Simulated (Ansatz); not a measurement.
# HSiBe, quartet: the ladder up to full CI

Geometry: a point of a stretch scan, not a stationary point.

```xyz
3

Si    0.0000    0.0000    0.2494
Be    0.0000    0.0000   -1.8298
H     0.0000    0.0000    1.5804
```

Basis 6-31G; Ansatz 0.2.0. Correlated methods freeze the noble-gas cores, which leaves 7 electrons in 18 orbitals. R marks a restricted (for open shells ROHF) determinant, U an unrestricted one. Active spaces: pair = (5e, 5o) about the gap; valence = (7e, 9o) chosen from the atoms' valence shells.

Full CI is exact within this basis and frozen core; it isn't the basis-set limit. The frozen core follows each run's orbitals, which can shift R against U totals by a few meV.

For open shells CISD and CISDTQ are restricted-active-space CI with the open shells as a complete middle space.

```
UHF ⟨S²⟩                          : 3.775
T1 diagnostic (RCCSD)             : 0.0296
largest doubles amplitude (RCCSD) : 0.053
T1 diagnostic (UCCSD)             : 0.0236
```

```json
{"level": "RHF", "E − E(full CI) (kJ/mol)": "167.9", "share of correlation (%)": "0.00", "wall time": "–"}
{"level": "UHF", "E − E(full CI) (kJ/mol)": "154.4", "share of correlation (%)": "8.08", "wall time": "–"}
{"level": "RMP2", "E − E(full CI) (kJ/mol)": "54.2", "share of correlation (%)": "67.71", "wall time": "–"}
{"level": "UMP2", "E − E(full CI) (kJ/mol)": "52.2", "share of correlation (%)": "68.92", "wall time": "–"}
{"level": "CISD", "E − E(full CI) (kJ/mol)": "8.9", "share of correlation (%)": "94.70", "wall time": "0.66 s"}
{"level": "RCCSD", "E − E(full CI) (kJ/mol)": "5.5", "share of correlation (%)": "96.70", "wall time": "–"}
{"level": "UCCSD", "E − E(full CI) (kJ/mol)": "5.3", "share of correlation (%)": "96.86", "wall time": "–"}
{"level": "RCCSD(T)", "E − E(full CI) (kJ/mol)": "1.7", "share of correlation (%)": "99.00", "wall time": "0.36 s"}
{"level": "UCCSD(T)", "E − E(full CI) (kJ/mol)": "1.7", "share of correlation (%)": "98.98", "wall time": "0.36 s"}
{"level": "BCCD(T)", "E − E(full CI) (kJ/mol)": "1.9", "share of correlation (%)": "98.90", "wall time": "0.45 s"}
{"level": "RCCSDT", "E − E(full CI) (kJ/mol)": "0.1", "share of correlation (%)": "99.97", "wall time": "–"}
{"level": "UCCSDT", "E − E(full CI) (kJ/mol)": "0.0", "share of correlation (%)": "99.98", "wall time": "–"}
{"level": "CISDTQ", "E − E(full CI) (kJ/mol)": "0.1", "share of correlation (%)": "99.92", "wall time": "5.5 s"}
{"level": "RCCSDT(Q)", "E − E(full CI) (kJ/mol)": "0.0", "share of correlation (%)": "99.99", "wall time": "1.9 s"}
{"level": "UCCSDT(Q)", "E − E(full CI) (kJ/mol)": "0.0", "share of correlation (%)": "100.02", "wall time": "1.8 s"}
{"level": "RCCSDTQ", "E − E(full CI) (kJ/mol)": "0.0", "share of correlation (%)": "100.00", "wall time": "12 s"}
{"level": "UCCSDTQ", "E − E(full CI) (kJ/mol)": "0.0", "share of correlation (%)": "100.01", "wall time": "12 s"}
{"level": "CASSCF (pair space)", "E − E(full CI) (kJ/mol)": "125.7", "share of correlation (%)": "25.17", "wall time": "–"}
{"level": "NEVPT2 (pair space)", "E − E(full CI) (kJ/mol)": "50.5", "share of correlation (%)": "69.96", "wall time": "0.42 s"}
{"level": "MRCISD (pair space)", "E − E(full CI) (kJ/mol)": "8.0", "share of correlation (%)": "95.25", "wall time": "–"}
{"level": "MRCISD+Q (pair space)", "E − E(full CI) (kJ/mol)": "1.4", "share of correlation (%)": "99.15", "wall time": "0.84 s"}
{"level": "CASSCF (valence space)", "E − E(full CI) (kJ/mol)": "48.2", "share of correlation (%)": "71.31", "wall time": "–"}
{"level": "NEVPT2 (valence space)", "E − E(full CI) (kJ/mol)": "15.5", "share of correlation (%)": "90.76", "wall time": "2.2 s"}
{"level": "MRCISD (valence space)", "E − E(full CI) (kJ/mol)": "1.2", "share of correlation (%)": "99.29", "wall time": "–"}
{"level": "MRCISD+Q (valence space)", "E − E(full CI) (kJ/mol)": "0.4", "share of correlation (%)": "99.74", "wall time": "3.5 s"}
```

The correlation energy at full CI, counted from RHF, is -1.741 eV. That run took 3.3 s on 1 thread of Arm Neoverse V1, shared host over 331,072 determinants.

Times hold each run's SCF and search for its determinant on a shared host, so for small cases they say little of a method's own cost; they ran on 1 thread of Arm Neoverse V1.

The full-CI state has the irrep A2 of C2v, in the program's axes (one component, if the state is degenerate).

Natural occupations of full CI about the gap: 1.968 1.946 0.990 0.990 0.987 0.042 0.022 0.022 0.011 0.006; effectively unpaired electrons, Σ n²(2−n)², 3.03.
